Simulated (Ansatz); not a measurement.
`C=NCF` + H₂S → `C=NCS` + H–F at 298.15 K and 1 bar (substitution at a C–F bond).

Calculated with Ansatz (gas phase, PBE0-D4/def2-TZVP geometries, no zero-point term in ΔE). CCSD(T)/CBS adds triple-zeta CCSD(T) − MP2 to the extrapolated MP2 energy (def2 sets, frozen cores). This one scheme is used for every species. Each species was taken in one conformer, which may not be the lowest.

| species | CCSD(T)/CBS energy (Eh) | H − E (kJ/mol) | S (J/(mol·K)) |
| --- | --- | --- | --- |
| `C=NCF` | -232.96675 | 176.0 | 277.4 |
| H₂S | -398.97279 | 49.9 | 205.7 |
| `C=NCS` | -531.54994 | 195.5 | 302.6 |
| H–F | -100.39570 | 33.5 | 173.6 |

H − E and S are ideal-gas, rigid-rotor, harmonic terms from PBE0-D4/def2-TZVP, for one conformer and one mirror image of each species. 1 Eh = 2625.50 kJ/mol, R = 8.31446 J/(mol·K).

Task: By hand: ΔE, ΔH, ΔS and ΔG.

Result: ΔE = (-531.54994) + (-100.39570) − (-232.96675) − (-398.97279) = -0.00610 Eh = -16.0 kJ/mol. Δ(H − E) = 195.5 + 33.5 − 176.0 − 49.9 = 3.1, so ΔH = -12.9 kJ/mol. ΔS = 302.6 + 173.6 − 277.4 − 205.7 = -6.9 J/(mol·K). ΔG = -12.9 − 298.15 × (-6.9)/1000 = -10.8 kJ/mol.

Task: By hand: the equilibrium constant, and the temperature at which ΔG would vanish if ΔH and ΔS stayed fixed.

Result: log₁₀ K = −ΔG/(RT ln 10) = 1.9. ΔG = 0 at ΔH/ΔS = 1870 K, though so small a ΔS makes that figure unsure.

The number of gas molecules stays the same, so ΔS is small and ΔH decides. A doubt of 5 kJ/mol in ΔE shifts log₁₀ K by 0.9 here. Other conformers and mirror images would add mixing entropy, several J/(mol·K) or more a flexible species. These are equilibria of isolated gas molecules and say nothing of rates. Largest T1 diagnostic: 0.012 (customary marks: 0.02 for closed shells, 0.045 for open ones).
